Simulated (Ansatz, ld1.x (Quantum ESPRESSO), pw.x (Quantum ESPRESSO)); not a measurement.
pw.x on diamond Pd: one setting changed

Potential: PAW, ld1.x (Quantum ESPRESSO) 7.5, LDA (PW92); core [Kr], reference 4d9.5 5s0 5p0; waves: 5s (bound, empty): rcut 1.85, rcutus 2.50 bohr; 5s channel at 2.8 Ry: rcut 1.85, rcutus 2.50 bohr; 5p (bound, empty): rcut 3.05, rcutus 3.20 bohr; 5p channel at 0.45 Ry: rcut 3.05, rcutus 3.20 bohr; 4d (bound): rcut 1.65, rcutus 2.05 bohr; 4d channel at 3.55 Ry: rcut 1.65, rcutus 2.05 bohr; local part: all-electron potential smoothed inside 2.36 bohr (lloc = -1); core correction: Bessel-smoothed model core, default radius (core density twice the valence density); augmentation: BESSEL, radius 1.80 bohr.

The reference run (k-mesh 8³, cutoffs 50/400 Ry, Fermi–Dirac 0.01 Ry, mixing_beta 0.4, conv_thr 1e-9, no spin) gives -0.15 GPa at 22.196 Å³/atom, where all-electron LAPW gives -0.01 GPa. This run, with its own iteration cap, changes degauss to 0.005.

```
&control
  calculation='scf', prefix='x', pseudo_dir='./', outdir='./tmp', tstress=.true., disk_io='none'
/
&system
  ibrav=0, nat=2, ntyp=1, ecutwfc=50, ecutrho=400, nbnd=18,
  occupations='smearing', smearing='fd', degauss=0.005
/
&electrons
  conv_thr=1e-09, mixing_beta=0.4, electron_maxstep=50
/
ATOMIC_SPECIES
Pd 1.0 Pd.UPF
CELL_PARAMETERS angstrom
  0.00000000 2.81033595 2.81033595
  2.81033595 0.00000000 2.81033595
  2.81033595 2.81033595 0.00000000
ATOMIC_POSITIONS crystal
Pd 0.0000 0.0000 0.0000
Pd 0.2500 0.2500 0.2500
K_POINTS automatic
8 8 8 0 0 0
```

```bash
pw.x < Pd.scf.in > Pd.scf.out
```

Task: How does the run end?

Result: It converges in 11 iterations; the free energy moves by +57.2 meV/atom and the pressure by -0.31 GPa. In a metal, with Fermi–Dirac smearing, F lies below its zero-width value by a term in the square of the width.

```
Message from routine setup:
     using ibrav=0 with symmetry is DISCOURAGED, use correct ibrav instead
     lattice parameter (alat)  =       7.5106  a.u.
     unit-cell volume          =     299.5721 (a.u.)^3
     number of electrons       =        20.00
     number of Kohn-Sham states=           18
     kinetic-energy cutoff     =      50.0000  Ry
     charge density cutoff     =     400.0000  Ry
     scf convergence threshold =      1.0E-09
     Exchange-correlation= SLA  PW   NOGX NOGC
     number of k points=    29  Fermi-Dirac smearing, width (Ry)=  0.0050
     iteration #  1     ecut=    50.00 Ry     beta= 0.40
     total energy              =    -642.02590947 Ry
     estimated scf accuracy    <       4.01612815 Ry
     iteration #  2     ecut=    50.00 Ry     beta= 0.40
     total energy              =    -642.92646183 Ry
     estimated scf accuracy    <       0.36921055 Ry
     iteration #  3     ecut=    50.00 Ry     beta= 0.40
     total energy              =    -642.97525682 Ry
     estimated scf accuracy    <       0.00152186 Ry
     [... 5 iterations left out ...]
     iteration #  9     ecut=    50.00 Ry     beta= 0.40
     total energy              =    -642.97713972 Ry
     estimated scf accuracy    <       0.00000006 Ry
     iteration # 10     ecut=    50.00 Ry     beta= 0.40
     total energy              =    -642.97713972 Ry
     estimated scf accuracy    <          5.8E-09 Ry
     iteration # 11     ecut=    50.00 Ry     beta= 0.40
     the Fermi energy is     7.7634 ev
!    total energy              =    -642.97713973 Ry
     estimated scf accuracy    <          2.4E-10 Ry
     smearing contrib. (-TS)   =      -0.00687734 Ry
     The total energy is F=E-TS. E is the sum of the following terms:
     one-electron contribution =     -14.88562201 Ry
     hartree contribution      =      27.60366939 Ry
     xc contribution           =     -68.08345638 Ry
     ewald contribution        =    -101.43167278 Ry
     one-center paw contrib.   =    -486.17318061 Ry
     convergence has been achieved in  11 iterations
          total   stress  (Ry/bohr**3)                   (kbar)     P=       -4.66
     Message from routine punch:
     Nothing written, as per user request (disk_io='none')
```

The run took about 20 s on one core of a shared host (Neoverse-V2, 32 threads, 247 GiB, load 25).
